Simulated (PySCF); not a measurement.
## Excitation energies in several basis sets

Nitrogen trifluoride, NF₃.
SMILES: `FN(F)F`

TDDFT with PBE0 (PySCF), vertical singlets, core orbitals frozen in the response, spherical d and f functions. Isolated species at its PBE0-D3(BJ)/def2-SVP geometry, gas phase.

| basis | functions | diffuse | S1 (eV) | S2 (eV) | S3 (eV) | S4 (eV) | S5 (eV) | LUMO (eV) | α (au) |
| --- | --- | --- | --- | --- | --- | --- | --- | --- | --- |
| 6-31G* | 56 | no | 9.00 | 9.32 | 9.33 | 11.18 | 11.19 | 1.75 | 12.6 |
| def2-SVP | 56 | no | 9.04 | 9.27 | 9.27 | 11.23 | 11.23 | 1.40 | 11.7 |
| 6-31+G* | 72 | yes | 8.62 | 9.06 | 9.06 | 10.52 | 10.86 | 0.66 | 16.3 |
| def2-SVPD | 89 | yes | 8.73 | 9.07 | 9.07 | 11.07 | 11.12 | 0.72 | 17.7 |
| aug-cc-pVDZ | 92 | yes | 8.59 | 9.03 | 9.03 | 10.27 | 10.83 | 0.65 | 17.6 |
| def2-TZVP | 124 | no | 8.80 | 9.20 | 9.21 | 11.04 | 11.15 | 1.08 | 15.1 |
| def2-TZVPD | 157 | yes | 8.65 | 9.06 | 9.06 | 10.04 | 10.91 | 0.66 | 18.2 |
| aug-cc-pVTZ | 184 | yes | 8.67 | 9.05 | 9.05 | 10.00 | 10.84 | 0.68 | 18.1 |

Q: Compare the sets with the largest diffuse one.

A: States are compared by their number. Against the largest diffuse basis here (aug-cc-pVTZ, itself not a converged limit), sets without diffuse functions differ by up to 0.37 eV in S1 and 0.39 eV in S5; the smaller diffuse sets differ by up to 0.08 and 0.28 eV. State by state, the largest deviation of a set without diffuse functions is S1 0.37, S2 0.28, S3 0.28, S4 1.24, S5 0.39 eV. The same number needn't mean the same state in each row. Against aug-cc-pVTZ the polarisability deviates by -30% in 6-31G*, -35% in def2-SVP, -10% in 6-31+G*, -2% in def2-SVPD, -3% in aug-cc-pVDZ, -17% in def2-TZVP, +1% in def2-TZVPD.
